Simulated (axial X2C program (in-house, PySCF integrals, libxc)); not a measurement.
## Testing model relations on SiCl

A bond curve at the CCSD(T) level, two-component, was computed with an axial X2C code built on PySCF integrals (basis Cl dyall-av3z [9s8p3d2f], Si dyall-v3z [8s7p2d1f] (cores contracted in-house)) for the state Ω = 1/2 (⟨Sz⟩ = -0.50, ⟨Lz⟩ = 1.00 at HF). Its fit gives Re = 2.0890 Å, ωe = 522.5 cm⁻¹, ωexe = 2.08 cm⁻¹ and αe = 1.508e-03 cm⁻¹; the masses are 34.9689 and 27.9769 u. Two-component means X2C with spin–orbit coupling and atomic mean-field Coulomb and Gaunt terms.

Correlated methods: 11 electrons correlated (number of frozen shells: Cl 2 s, 1 p; Si 2 s, 1 p), 167 virtual spin orbitals or spinors in MP2, 90 natural virtuals in coupled cluster.

Question: Find the reduced mass, Be and the force constant.

Answer: From the CCSD(T) values: μ = 15.5423 u. Be = 16.8576/(μ Re²) = 0.2485 cm⁻¹. k = 5.8918×10⁻⁷ μ ωe² = 2.5 mdyn/Å.

Question: A Morse curve ties αe to the other constants (Pekeris). How well does that hold?

Answer: αe(Morse) = 6Be²/ωe × (√(ωexe/Be) − 1) = 1.343e-03 cm⁻¹; the CCSD(T) curve gives 1.508e-03 cm⁻¹, a ratio of 0.89.

Question: Where do the fundamental and the first overtone lie?

Answer: ν(1←0) = ωe − 2ωexe = 518.3 cm⁻¹; ν(2←0) = 2ωe − 6ωexe = 1032.5 cm⁻¹.

Question: Estimate De from a Morse curve and compare with the computed well depth of 4.163 eV to Cl + Si.

Answer: De(Morse) = ωe²/(4ωexe) = 4.068 eV against 4.163 eV computed, a ratio of 0.98. For De the Morse form works well here.

Question: Estimate the centrifugal constant by the Kratzer relation.

Answer: D = 4Be³/ωe² = 2.25e-07 cm⁻¹.

The state is one determinant whose occupation by symmetry is held fixed; it was picked as the lowest of a PBE0 search that is not exhaustive. Dissociation energies refer to the lowest single-determinant-based atoms at the same level and basis. CCSD and (T) use frozen natural virtuals with an MP2 correction for the truncation; (T) itself is uncorrected, so its De runs slightly low. In 2c an atomic determinant is not the ground J level, so De misses part of the atomic spin–orbit lowering. This holds for CCSD(T).
